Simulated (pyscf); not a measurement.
Elementary routes open to F–SiH(F)–SiH₃ in the gas phase (singlet surface):
A. F–SiH₃ + F–SiH: [singlet] (Si–Si, F–Si broken; F–Si formed)
B. SiH₄ + F–Si:–F [singlet] (Si–Si, H–Si broken; H–Si formed)

Single points on ωB97X-D3(BJ)/def2-SVP structures (PySCF, gas phase). MP2 and CC: frozen core, UHF for open shells. ΔMP2 is the change of the MP2 total energy from the triple- to the quadruple-zeta basis.

Rank the routes by free-energy barrier at 900 K, lowest first, for CCSD(T)/def2-TZVPP + ΔMP2(QZVPP) energies (ideal gas, 1 atm, RRHO with modes under 100 cm⁻¹ raised to 100, one conformer, R ln 2 for chiral ones without a mode under 150 cm⁻¹).

A (57.0 kcal/mol), B (59.2 kcal/mol)

Route A is the fastest of these, ahead of the next by 2.2 kcal/mol. The most stable products are those of B (ΔG = +1.3 kcal/mol), whose barrier is 2.2 kcal/mol higher: the kinetic and the thermodynamic product differ. At 298 K A is still the fastest. A: On the product side the descent ends in an adduct with a F–Si contact (not fully relaxed), 7.1 kcal/mol under the separated species and 6.4 kcal/mol under the saddle at ωB97X-D3(BJ)/def2-TZVP. Only these routes are compared; each barrier is that of the saddle found, and lower ones may exist. The CCSD(T) − MP2 part came from Ansatz, without density fitting, on the same reference.
